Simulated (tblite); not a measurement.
Compound: C₅H₉P.
Z-matrix (Å and degrees, GFN2-xTB geometry), rows numbered from 1:
```
C 
C   1  1.4915
C   2  1.3299  1  125.78
P   3  1.8220  2  114.62  1  -179.11
C   4  1.8675  3   88.75  2    11.67
C   2  1.5046  1  118.93  3   178.40
H   1  1.0904  2  110.11  3   116.97
H   1  1.0899  2  110.16  3  -124.40
H   1  1.0870  2  111.03  3    -3.55
H   3  1.0779  2  124.40  1    -0.71
H   4  1.4101  3   95.00  2   -83.67
H   5  1.0944  4  106.87  3    96.78
H   5  1.0905  4  111.11  3  -146.01
H   6  1.0918  2  111.48  1    39.93
H   6  1.0954  2  108.37  1   -78.32
```

All values are computed: GFN2-xTB (tblite) harmonic vibrations without scaling, gas phase. Against measured fundamentals such values can be off by several per cent, at times by over 20. Modes of hydrogen on phosphorus can be 10 to 20 % off. One conformer, not necessarily the lowest.

Harmonic wavenumbers (cm⁻¹): 128.4, 134.9, 197.8, 313.4, 418.1, 464.6, 527.8, 677.1, 742.5, 757.1, 797.7, 848.0, 865.3, 895.3, 964.1, 1009.9, 1024.2, 1042.0, 1116.9, 1125.7, 1163.9, 1239.1, 1260.6, 1313.4, 1398.3, 1449.0, 1469.6, 1475.7, 1477.9, 1673.4, 2169.1, 2925.1, 2944.5, 2972.6, 2984.6, 2994.1, 3009.9, 3045.9, 3091.3.

A = 5704, B = 2253, C = 1706 MHz; mass 100.044 u (most abundant isotopes); point group C1, symmetry number 1.

Question: What is the zero-point energy?

Answer: ½Σν̃ = 27054 cm⁻¹ = 77.35 kcal/mol.

Question: Give the ideal-gas entropy at 350 K and 1 bar in the rigid-rotor, harmonic-oscillator model (classical rotation).

Answer: Translation 40.54, rotation 27.56, vibration 17.21: S = 85.3 cal/(mol K).

Question: And Cp and H(350 K) − H(0)?

Answer: Cp = 31.36 cal/(mol K), of which vibrations give 23.41 (their classical limit is 39 R = 77.5); H(350 K) − H(0) = 6.34 kcal/mol without the zero-point energy, 3.56 from vibrations.

Question: Which modes carry the vibrational entropy at 350 K?

Answer: 128.4 cm⁻¹: 3.28; 134.9 cm⁻¹: 3.18; 197.8 cm⁻¹: 2.45; 313.4 cm⁻¹: 1.62; 418.1 cm⁻¹: 1.14; 464.6 cm⁻¹: 0.98 cal/(mol K); the other 33 give 4.56 together.

Question: What must be added to the electronic energy to get the Gibbs energy at 350 K and 1 bar?

Answer: ZPE + [H(350 K) − H(0)] − T·S = 77.35 + 6.34 − 29.86 = 53.83 kcal/mol.

Question: How do the functions run with temperature in this model?

Answer: 
```csv
T (K),S (cal/(mol K)),Cp (cal/(mol K)),H − H(0) (kcal/mol),G − H(0) (kcal/mol),ln q(vib)
50,53.1,9.5,0.42,-2.24,0.05
100,60.8,12.8,0.98,-5.10,0.40
298.15,80.6,27.1,4.83,-19.21,2.80
373.15,87.4,33.2,7.09,-25.51,3.88
500,98.4,42.3,11.90,-37.30,5.85
750,118.2,55.0,24.19,-64.44,9.91
1000,135.2,63.3,39.05,-96.16,13.92
```

q(vib) and H(0) count from the zero-point level.

Question: Blend soft modes into free rotors: weight 1/[1 + (100 cm⁻¹/ν̃)⁴] for the oscillator and the rest for a rotor with moment μB/(μ + B), μ = h/(8π²ν), B = 10⁻⁴⁴ kg m². What vibrational entropy results?

Answer: 16.96 cal/(mol K) in place of 17.21, which changes −T·S at 350 K by +0.09 kcal/mol.

Hindered rotation and anharmonicity are outside this model. Other conformers, if any are populated, would add a mixing term that is left out. The structure is chiral; the term R ln 2 for an equal mix with its mirror image is left out.
